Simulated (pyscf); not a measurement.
Single points on ωB97X-D3(BJ)/def2-SVP structures (PySCF, gas phase). MP2 and CC: frozen core, UHF for open shells. ΔMP2 is the change of the MP2 total energy from the triple- to the quadruple-zeta basis.

### Question
For the elementary gas-phase step `[OH][AlH2]` + `[BH2][F]` -> `[BH2][O][AlH2]` + `[FH]` (singlet surface; H–O, B–F broken, B–O, F–H formed), what barrier and reaction energy does CCSD(T)/def2-TZVPP + ΔMP2(QZVPP) give, measured from the separated reactants?

### Answer
ΔE‡ = 0.49 eV, ΔE = 0.00 eV. Zero-point energy shifts the barrier by +0.01 eV. It is a four-centre exchange, with an imaginary mode of 914i cm⁻¹. On the reactant side the descent ends in an adduct with a B–O contact, 0.49 eV under the separated species and 0.93 eV under the saddle at ωB97X-D3(BJ)/def2-TZVP. What is counted as formed (B–O) is already present as a longer contact in the reactant adduct; forming that adduct is a step of its own. This is the saddle that the search found; another between the same sides may lie lower. The CCSD(T) − MP2 part came from Ansatz, without density fitting, on the same reference.
